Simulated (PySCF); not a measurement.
phosphaethyne: 4 charge schemes on one density

Phosphaethyne, CHP.
Atom-mapped SMILES: `[CH:1]#[P:2]` (hydrogens: H3 on C1)

Density: PBE0/pcSseg-1 (PySCF); schemes: Mulliken, IAO, Hirshfeld and ESP-fitted. Geometry: GFN2-xTB; no solvent, vibrations or thermal averaging.

Task: For which atoms does the sign change between the 4 schemes (beyond +0.03 e in one, beyond −0.03 e in another)?

Result: For none.

Task: Which atoms carry the lowest charge in the Mulliken, IAO, Hirshfeld and ESP-fitted schemes?

Result: All schemes agree: Mulliken C1 (-0.363); IAO C1 (-0.483); Hirshfeld C1 (-0.148); ESP-fitted C1 (-0.452).

Task: Tabulate the Mulliken, IAO, Hirshfeld and ESP-fitted charges.

Result: In e:

| atom | environment | Mulliken | IAO | Hirshfeld | ESP-fitted |
| --- | --- | --- | --- | --- | --- |
| C1 | triply bonded carbon | -0.363 | -0.483 | -0.148 | -0.452 |
| P2 | phosphorus bonded to C | +0.235 | +0.286 | +0.070 | +0.149 |
| H3 | hydrogen on C1 | +0.128 | +0.197 | +0.078 | +0.303 |

Mean size of the charges over all atoms: IAO 0.322 e, ESP-fitted 0.301 e, Mulliken 0.242 e, Hirshfeld 0.099 e. Each set sums to the total charge, 0, to within 0.001 e. The ESP scheme is a least-squares fit of atom-centred charges to the potential on four shells outside the van der Waals surface, with the total charge fixed.

Task: How many electrons does the Hirshfeld scheme count on P2?

Result: Z − q = 15 − (+0.070) = 14.930.
